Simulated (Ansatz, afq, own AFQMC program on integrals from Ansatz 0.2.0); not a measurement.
HBrF, doublet in cc-pVTZ, levels against CCSDT(Q)

```xyz
3

Br    0.0000    0.0000   -1.7087
H     0.0000    0.0000    0.4043
F     0.0000    0.0000    1.3043
```

Connectivity, by distances: Br ··· FH.

Basis cc-pVTZ. Only valence electrons are correlated. Ansatz 0.2.0 and our own AFQMC program on the same integrals; the CISD trial comes from CCSD amplitudes, and released means the phaseless constraint is let go. ± is one standard error of the sampling. No spin–orbit coupling.

Determinant: UHF, the one that the program's search chose, which needn't be the lowest solution. The geometry is a point of a scan.

No full CI on the walks' own integrals is used here; CCSDT(Q) serves as the reference and is uncertain by about the last step of the cluster series.

Cautions: no relativity below Rb; no spin-orbit coupling; inner d shell frozen; the released energies have errors that jump between times, so the bars are unsure, so no released level is given (meV from the phaseless value at times in 1/Eh: 17 ± 30 at 0.24, -18 ± 6 at 0.51, -2 ± 6 at 0.99, -4 ± 8 at 1.50), though the last usable value meets CCSDT(Q) within the noise.

- T1 diagnostic: 0.0072
- weight of the determinant in the CISD state: 0.893
- ⟨S²⟩ of the determinant: 0.759
- size of the correlated space: 15 electrons in 72 orbitals

Reference: CCSDT(Q), correlation energy -12.033 eV.

| level | E − E(reference) (meV) | share of correlation (%) |
| --- | --- | --- |
| HF | 12033.2 | 0.00 |
| MP2 | 911.8 | 92.42 |
| CCSD | 335.6 | 97.21 |
| CCSD(T) | 25.7 | 99.79 |
| CCSDT | 10.0 | 99.92 |
| ph-AFQMC/CISD | 10.9 ± 6.0 | 99.91 |

A walk keeps the symmetry of its determinant, which the program's search chose and which needn't be the lowest solution, so a lower state of the same spin and another symmetry isn't excluded.
